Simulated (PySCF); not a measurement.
acetic acid (C2H4O2), SMILES OC(C)=O. Heavy atoms are numbered as in [CH3:1][C:2]([OH:3])=[O:4]. Hydrogens are named by the atom that carries them.

The structure is a stationary point at PBE0-D3(BJ)/def2-SVP. The values are those of a single conformer.

Calculation: PBE/pcSseg-1 (PySCF).

GIAO shieldings, no solvent; atoms alike by connectivity are averaged. δ = σ(ref) − σ: ¹³C against TMS (σ = 182.0 ppm); ¹⁷O against H2O (σ = 334.3 ppm); ¹H against TMS (σ = 31.49 ppm), references at their B3LYP-D3(BJ)/def2-TZVP geometries, non-relativistic.

Task: Estimate the chemical shifts. (An estimate is asked for; the answer gives what the named calculation found.)

Result: 
```json
[
 {"nucleus": "¹³C", "atoms": "C2", "count": "1", "δ (ppm)": "171.2"},
 {"nucleus": "¹³C", "atoms": "C1 (CH3)", "count": "1", "δ (ppm)": "21.2"},
 {"nucleus": "¹⁷O", "atoms": "O4", "count": "1", "δ (ppm)": "452.0"},
 {"nucleus": "¹⁷O", "atoms": "O3 (OH)", "count": "1", "δ (ppm)": "227.4"},
 {"nucleus": "¹H", "atoms": "H on O3", "count": "1", "δ (ppm)": "5.67"},
 {"nucleus": "¹H", "atoms": "H on C1", "count": "3", "δ (ppm)": "2.25"}
]
```
